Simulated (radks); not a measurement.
# F³⁺ in [He] 2s2 2p2: an all-electron calculation

Aim: the levels, the sizes of the orbitals and the parts of the energy of the fluorine ion F3+.

Method: Dirac Kohn-Sham, PBE, spin-unpolarised, spherical densities, point nucleus; open shells fill j = l - 1/2 first. Code: radks (a radial shooting solver on a logarithmic mesh, Libxc functionals) version 1.

### Step 1. The system

* element: fluorine (Z = 9)
* charge: +3
* electrons: 6
* configuration: [He] 2s2 2p2

### Step 2. Self-consistent calculation

The run's settings:

```text
Z 9
configuration [He] 2s2 2p2
relativity Dirac
functional pbe,pbe
spin unpolarised
j_filling energy
nucleus point
c 137.035999084
```

Run with:

```sh
> python run_ks.py task.json out
```

This one command runs every case of the session in turn.

Q: Predict the outcome of this run.

The runs gave:

```
                        quantity                    value
                    total energy        -95.39777 hartree
exchange-correlation share of it                   8.78 %
                            −T/E                   1.0004
          highest occupied level        2p1/2, -72.806 eV
    most extended occupied level  2s1/2, <r> = 0.877 bohr
 radius at density 0.001 e/bohr³                2.26 bohr
    maxima of the radial density                        2
         ionisation energy, NIST     87.18 (semi-emp.) eV
```

What this shows: 2 principal shells are occupied and 2 maxima appear in the radial density. Minus the highest eigenvalue, 72.806 eV, is 84 % of the tabulated ionisation energy (87.18 eV); the potential of a semilocal functional falls off too fast, so its top eigenvalue is too shallow. Spin polarisation and multiplet splitting are left out.
